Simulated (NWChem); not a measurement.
System: SiH₃, doublet; SMILES [SiH3]

The following NWChem deck was run.

```
start job
memory heap 200 mb stack 900 mb global 1100 mb
geometry units angstroms
  Si     0.000000     0.000000     0.155778
  H      0.389128     1.361534    -0.295000
  H      0.984558    -1.017762    -0.295000
  H     -1.373687    -0.343772    -0.295000
end
basis spherical
  Si library def2-svp
  H library def2-svp
end
dft
  odft
  mult 2
  xc slater vwn_5
  iterations 150
end
driver
  maxiter 120
end
task dft optimize
task dft freq
```

Output (shortened):

```
             Northwest Computational Chemistry Package (NWChem) 7.3.0
             --------------------------------------------------------

 C3V symmetry detected

                             Geometry "geometry" -> ""
                             -------------------------

 Output coordinates in angstroms (scale by  1.889725989 to convert to a.u.)

  No.       Tag          Charge          X              Y              Z
 ---- ---------------- ---------- -------------- -------------- --------------
    1 Si                  14.0000     0.00000000     0.00000000     0.07954906
    2 H                    1.0000     1.00129787     1.00129787    -0.37122894
    3 H                    1.0000     0.36650046    -1.36779833    -0.37122894
    4 H                    1.0000    -1.36779833     0.36650046    -0.37122894

 Effective nuclear repulsion energy (a.u.)      15.6031484673

      Symmetry information
      --------------------

 Group name             C3v
 Group number             17
 Group order               6
 No. of unique centers     2

                                Z-matrix (autoz)
                                --------

 Units are Angstrom for bonds and degrees for angles

      Type          Name      I     J     K     L     M      Value
      ----------- --------  ----- ----- ----- ----- ----- ----------
    1 Stretch                  1     2                       1.48607
    2 Stretch                  1     3                       1.48607
    3 Stretch                  1     4                       1.48607
    4 Bend                     2     1     3               111.22189
    5 Bend                     2     1     4               111.22189
    6 Bend                     3     1     4               111.22189
    7 Torsion                  2     1     3     4        -124.56569
    8 Torsion                  2     1     4     3         124.56569
    9 Torsion                  3     1     2     4         124.56569
   10 Torsion                  2     4     1     3        -124.56569
   11 Torsion                  3     2     1     4        -124.56569
   12 Torsion                  2     3     1     4         124.56569

                           NWChem Geometry Optimization
                           ----------------------------

 maximum gradient threshold         (gmax) =   0.000450
 rms gradient threshold             (grms) =   0.000300
 maximum cartesian step threshold   (xmax) =   0.001800
 rms cartesian step threshold       (xrms) =   0.001200
 fixed trust radius                (trust) =   0.300000
 source of zmatrix                         =   autoz

          -------------------
          Energy Minimization
          -------------------

 Using diagonal initial Hessian
 Scaling for Hessian diagonals: bonds = 1.00  angles = 0.25  torsions = 0.10

          --------
          Step   0

                                 NWChem DFT Module
                                 -----------------

 Summary of "ao basis" -> "ao basis" (spherical)
 ------------------------------------------------------------------------------
       Tag                 Description            Shells   Functions and Types
 ---------------- ------------------------------  ------  ---------------------
 Si                         def2-svp                 8       18   4s3p1d
 H                          def2-svp                 3        5   2s1p

      Symmetry analysis of basis
      --------------------------

        a1         12
        a2          1
        e          20

  Rotation of axis

            General Information
            -------------------
          SCF calculation type: DFT
          Wavefunction type:  spin polarized.
          No. of atoms     :     4
          No. of electrons :    17
           Alpha electrons :     9
            Beta electrons :     8
          Charge           :     0
          Spin multiplicity:     2
          Use of symmetry is: on ; symmetry adaption is: on
          Maximum number of iterations: 150
          AO basis - number of functions:    33
                     number of shells:    17
          Convergence on energy requested:  1.00D-06
          Convergence on density requested:  1.00D-05
          Convergence on gradient requested:  5.00D-04

              XC Information
              --------------
                        Slater Exchange Functional  1.000 local
                      VWN V Correlation Functional  1.000 local

[...]

      ----------------------
      Optimization converged
      ----------------------

  Step       Energy      Delta E   Gmax     Grms     Xrms     Xmax
  ---- ---------------- -------- -------- -------- -------- --------
@    2    -289.93099746 -2.9D-07  0.00001  0.00001  0.00051  0.00098
                                     ok       ok       ok       ok

                                Z-matrix (autoz)
                                --------

 Units are Angstrom for bonds and degrees for angles

      Type          Name      I     J     K     L     M      Value     Gradient
      ----------- --------  ----- ----- ----- ----- ----- ---------- ----------
    1 Stretch                  1     2                       1.50616   -0.00001
    2 Stretch                  1     3                       1.50616   -0.00001
    3 Stretch                  1     4                       1.50616   -0.00001
    4 Bend                     2     1     3               111.29004   -0.00000
    5 Bend                     2     1     4               111.29004   -0.00000
    6 Bend                     3     1     4               111.29004   -0.00000
    7 Torsion                  2     1     3     4        -124.75572    0.00001
    8 Torsion                  2     1     4     3         124.75572   -0.00001
    9 Torsion                  3     1     2     4         124.75572   -0.00001
   10 Torsion                  2     4     1     3        -124.75572    0.00001
   11 Torsion                  3     2     1     4        -124.75572    0.00001
   12 Torsion                  2     3     1     4         124.75572   -0.00001

                         Geometry "geometry" -> "geometry"
                         ---------------------------------

 Output coordinates in angstroms (scale by  1.889725989 to convert to a.u.)

  No.       Tag          Charge          X              Y              Z
 ---- ---------------- ---------- -------------- -------------- --------------
    1 Si                  14.0000     0.00000000     0.00000000     0.08274119
    2 H                    1.0000     1.01524883     1.01524883    -0.37229299
    3 H                    1.0000     0.37160686    -1.38685569    -0.37229299
    4 H                    1.0000    -1.38685569     0.37160686    -0.37229299

 Effective nuclear repulsion energy (a.u.)      15.3947410242

      Symmetry information
      --------------------

 Group name             C3v
 Group number             17
 Group order               6
 No. of unique centers     2

                Final and change from initial internal coordinates
                --------------------------------------------------

                                Z-matrix (autoz)
                                --------

 Units are Angstrom for bonds and degrees for angles

[...]

 Rotational Constants
 --------------------
 A=   4.579224 cm-1  (  6.588335 K)
 B=   4.579224 cm-1  (  6.588335 K)
 C=   2.704698 cm-1  (  3.891370 K)

 Temperature                      =   298.15K
 frequency scaling parameter      =   1.0000

 Zero-Point correction to Energy  =   12.739 kcal/mol  (  0.020301 au)
 Thermal correction to Energy     =   14.666 kcal/mol  (  0.023372 au)
 Thermal correction to Enthalpy   =   15.258 kcal/mol  (  0.024315 au)

 Total Entropy                    =   50.665 cal/mol-K
   - Translational                =   36.211 cal/mol-K (mol. weight =  31.0004)
   - Rotational                   =   13.816 cal/mol-K (symmetry #  =        3)
   - Vibrational                  =    0.639 cal/mol-K

 Cv (constant volume heat capacity) =    7.911 cal/mol-K
   - Translational                  =    2.979 cal/mol-K
   - Rotational                     =    2.979 cal/mol-K
   - Vibrational                    =    1.953 cal/mol-K

[normal modes left out]

 ----------------------------------------------------------------------------
 Normal Eigenvalue ||           Projected Infra Red Intensities
  Mode   [cm**-1]  || [atomic units] [(debye/angs)**2] [(KM/mol)] [arbitrary]
 ------ ---------- || -------------- ----------------- ---------- -----------
    1       -0.000 ||    0.000000           0.000         0.000       0.000
    2       -0.000 ||    0.000021           0.000         0.021       0.008
    3        0.000 ||    0.000000           0.000         0.000       0.000
    4        0.000 ||    0.000003           0.000         0.003       0.001
    5        0.000 ||    0.000000           0.000         0.000       0.000
    6        0.000 ||    0.000024           0.001         0.023       0.009
    7      681.110 ||    0.037690           0.870        36.742      14.941
    8      875.672 ||    0.045785           1.056        44.633      18.150
    9      875.673 ||    0.045785           1.056        44.633      18.150
   10     2127.742 ||    0.001255           0.029         1.223       0.497
   11     2177.508 ||    0.086073           1.986        83.908      34.121
   12     2177.509 ||    0.086073           1.986        83.908      34.121
 ----------------------------------------------------------------------------
```

Level: LDA (Slater exchange, VWN5)/def2-SVP, spin-unrestricted. In the optimisation the excess spin sits in a (C3, its own frame). No stability test was run on the SCF state.
